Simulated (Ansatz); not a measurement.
Computed with frozen-core CCSD(T)/cc-pVTZ // B3LYP-D3(BJ)/def2-SVP in Ansatz (a quantum-chemistry and plane-wave program).

Ansatz 0.2 input:
```yaml
crystal:
  periodic: [false, false, false]
  atoms:
    - { symbol: C, position_ang: [-1.149399, 0.154021, -0.151692] }
    - { symbol: O, position_ang: [0.081121, 0.078956, -0.814673] }
    - { symbol: C, position_ang: [1.159592, -0.1441, 0.04933] }
    - { symbol: H, position_ang: [-1.93136, 0.329591, -0.905312] }
    - { symbol: H, position_ang: [-1.388638, -0.784144, 0.391887] }
    - { symbol: H, position_ang: [-1.176999, 0.984841, 0.584408] }
    - { symbol: H, position_ang: [1.27021, 0.668874, 0.797462] }
    - { symbol: H, position_ang: [2.076903, -0.187928, -0.556352] }
    - { symbol: H, position_ang: [1.058573, -1.100112, 0.604941] }
basis:
  gaussian: { orbitals: cc-pVTZ }
correlation:
  method: ccsd_t
```

Output:

```
Functional definition: HF
985 factors; integrals over basis functions are off by at most 9.3e-4 eV
mean field evaluation 1: about -4192.2093 eV, gradient 2.7e1 eV
mean field evaluation 2: about -4192.2110 eV, gradient 2.7e1 eV
mean field evaluation 4: about -4193.9248 eV, gradient 4.0e0 eV
mean field evaluation 8: about -4193.9584 eV, gradient 7.4e-5 eV
mean field evaluation 16: about -4193.9572 eV, gradient 6.0e-1 eV
mean field -4193.95838221 eV, -154.1251277791 hartree, gradient 7.8e-7 eV, S^2 0.000000; 0 other end points of the search recorded, 0 dependent functions left out
3 core orbitals not correlated
reference -4193.95838221 eV, -154.1251277791 hartree; 10, 10 occupied and 161, 161 virtual orbitals, 985 factors
second order -16.28064956 eV of doubles, -0.00000000 eV of singles
cycle   1  -16.63587486 eV  change   -3.6e-1 eV  update   7.8e-2
cycle   2  -17.02969639 eV  change   -3.9e-1 eV  update   2.2e-2
cycle   3  -17.10558343 eV  change   -7.6e-2 eV  update   1.0e-2
cycle   4  -17.10088686 eV  change    4.7e-3 eV  update   2.0e-3
cycle   5  -17.10127347 eV  change   -3.9e-4 eV  update   8.6e-4
cycle   6  -17.10168382 eV  change   -4.1e-4 eV  update   2.4e-4
cycle   7  -17.10156880 eV  change    1.2e-4 eV  update   9.2e-5
cycle   8  -17.10155291 eV  change    1.6e-5 eV  update   2.9e-5
cycle   9  -17.10155908 eV  change   -6.2e-6 eV  update   8.2e-6
perturbative correction -0.61039082 eV, -0.0224314487 hartree
Total energy: -4211.67033211 eV, -154.7760299323 hartree
```

Cost: about 28 core-seconds (a rough figure).
